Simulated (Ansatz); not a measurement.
The input, for Ansatz 0.2.0:

```yaml
crystal:
  periodic: [false, false, false]
  atoms:
    - {symbol: B, position_ang: [0.000000, -0.124007, 0.773899]}
    - {symbol: N, position_ang: [0.000000, -0.022422, -0.597982]}
    - {symbol: H, position_ang: [0.000000, 0.956413, 1.330586]}
    - {symbol: H, position_ang: [0.000000, 0.685254, -1.321528]}
basis:
  gaussian: {orbitals: cc-pVDZ}
magnetization: {spin_polarized: false, initial_magnetization: 4}
correlation: {method: ccsdt_q, electrons: outside_noble_gas}
```

```sh
$ ansatz run in.yaml --threads 1 --pin off --events-out ev --progress --plain --max-ram 2393MiB
```

(1) Roughly how long does this take on 1 thread of Arm Neoverse V2, shared host, and how much host memory?

```
704 factors; integrals over basis functions are off by at most 2.1e-7 eV
mean field evaluation 1: about -2175.6442 eV, gradient 1.6e1 eV
mean field evaluation 2: about -2175.6456 eV, gradient 1.6e1 eV
mean field evaluation 4: about -2177.4034 eV, gradient 3.8e0 eV
mean field evaluation 8: about -2177.5156 eV, gradient 1.6e-1 eV
mean field evaluation 16: about -2177.4919 eV, gradient 1.2e0 eV
mean field evaluation 32: about -2171.2794 eV, gradient 2.9e1 eV
mean field evaluation 64: about -2170.2117 eV, gradient 7.9e0 eV
mean field evaluation 96: about -2171.3691 eV, gradient 2.5e1 eV
mean field evaluation 128: about -2174.9580 eV, gradient 1.3e-3 eV
mean field evaluation 160: about -2174.5715 eV, gradient 1.9e-6 eV
mean field evaluation 192: about -2173.2596 eV, gradient 3.9e0 eV
mean field -2177.51600197 eV, -80.0222370992 hartree, gradient 9.6e-7 eV, S^2 6.000000; 8 other end points of the search recorded, 0 dependent functions left out
mean field evaluation 224: about -2177.4389 eV, gradient 4.7e0 eV
determinant -2177.51600197 eV, -80.0222370992 hartree, with singles and doubles -2182.99831202 eV, -80.2237082773 hartree
determinant -2174.95798872 eV, -79.9282318460 hartree, with singles and doubles -2180.24062271 eV, -80.1223650645 hartree
determinant -2174.57152479 eV, -79.9140295586 hartree, with singles and doubles -2179.98070345 eV, -80.1128132077 hartree
determinant -2170.75726161 eV, -79.7738579721 hartree, with singles and doubles -2176.61233760 eV, -79.9890280460 hartree
2 core orbitals not correlated: weight in the atoms' cores, before any rotation towards them, 1.000 or more for the frozen orbitals, at most 0.000 for the correlated occupied ones
reference -2177.51600197 eV, -80.0222370992 hartree; 7, 3 occupied and 29, 33 virtual orbitals, 704 factors
second order -4.44197790 eV of doubles, -0.13519296 eV of singles
cycle   1  -5.19268581 eV  change   -6.1e-1 eV  update   6.7e-2
cycle   2  -5.51386026 eV  change   -3.2e-1 eV  update   3.1e-2
cycle   3  -5.59310551 eV  change   -7.9e-2 eV  update   2.4e-2
cycle   4  -5.61299310 eV  change   -2.0e-2 eV  update   1.6e-2
cycle   5  -5.62582390 eV  change   -1.3e-2 eV  update   7.5e-3
cycle   6  -5.62844845 eV  change   -2.6e-3 eV  update   3.5e-3
cycle   7  -5.62793988 eV  change    5.1e-4 eV  update   1.3e-3
cycle   8  -5.62908849 eV  change   -1.1e-3 eV  update   6.4e-4
cycle   9  -5.62888465 eV  change    2.0e-4 eV  update   2.2e-4
cycle  10  -5.62872908 eV  change    1.6e-4 eV  update   1.0e-4
cycle  11  -5.62878293 eV  change   -5.4e-5 eV  update   4.8e-5
cycle  12  -5.62882590 eV  change   -4.3e-5 eV  update   2.5e-5
cycle  13  -5.62882844 eV  change   -2.5e-6 eV  update   9.6e-6
cycle  14  -5.62882066 eV  change    7.8e-6 eV  update   5.0e-6
cycle  15  -5.62881519 eV  change    5.5e-6 eV  update   2.5e-6
cycle  16  -5.62881656 eV  change   -1.4e-6 eV  update   1.2e-6
cycle  17  -5.62881816 eV  change   -1.6e-6 eV  update   6.2e-7
cycle  18  -5.62881844 eV  change   -2.8e-7 eV  update   3.0e-7
perturbative correction -0.00541477 eV, -0.0001989893 hartree
Total energy: -2183.15023519 eV, -80.2292913507 hartree
```

For the same geometry and basis UCCSDT(Q) lies 2.1 meV lower.

Results:

(1) 15 s wall and 0.32 GiB.
